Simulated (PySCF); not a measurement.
Method: r2SCAN-D4/def2-TZVP in PySCF 2.14.0. Isolated molecules, 0 K electronic values unless said otherwise. Excitations are Tamm–Dancoff values on a coarser integration grid. The basis has no diffuse functions, so Rydberg states are missing or too high.

Reference species (SMILES): `C=O` (neutral, multiplicity 1).

* **dipole moment**: 2.25 D
* **LUMO**: -2.26 eV
* **S1 excitation (TDA)**: 4.36 eV
* **HOMO**: -6.51 eV

Changed species: `O=[SiH2]`.

Problem. Give the shifts of the dipole moment, LUMO, S1 excitation (TDA) and HOMO.

Solution. the dipole moment goes up by 1.30 D, to 3.55 D; the LUMO drops by 0.62 eV, to -2.88 eV; the S1 excitation (TDA) drops by 0.15 eV, to 4.21 eV; the HOMO falls by 0.55 eV, to -7.06 eV.
